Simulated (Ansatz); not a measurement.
```yaml
crystal:
  periodic: [false, false, false]
  atoms:
    - {symbol: Li, position_ang: [0.000000, 0.000000, 0.000000]}
    - {symbol: Na, position_ang: [0.000000, 0.000000, 2.678400]}
basis:
  gaussian: {orbitals: def2-TZVP}
total_charge: 1
magnetization: {spin_polarized: true, initial_magnetization: 1}
hamiltonian: {xc: pbe0}
relax: {f_tol: 0.004, max_steps: 80}
```

```sh
$ ansatz run in.yaml --threads 1 --pin off --events-out ev --progress --plain --max-ram 2176MiB
```

Steps of the relaxation (energy above the last step; positions in Å, forces in eV/Å):

```
2
step 1, 260.6 meV
Li    0.000    0.000    0.000    0.000    0.000   -0.911
Na    0.000    0.000    2.678    0.000    0.000    0.911
```

```
2
step 2, 51.1 meV
Li    0.000    0.000   -0.179    0.000    0.000   -0.320
Na    0.000    0.000    2.857    0.000    0.000    0.320
```

```
2
step 3, 0.5 meV
Li    0.000    0.000   -0.379    0.000    0.000    0.026
Na    0.000    0.000    3.057    0.000    0.000   -0.026
```

```
2
step 5, 0.0 meV
Li    0.000    0.000   -0.359    0.000    0.000    0.002
Na    0.000    0.000    3.037    0.000    0.000   -0.002
```

Close pairs at the end: Li1–Na2 3.396 Å.

A stationary point of unrestricted PBE0 after 5 steps, with ⟨S²⟩ = 0.750 against 0.75 for a pure state. 6 s on 1 thread of Arm Neoverse V2, shared host.
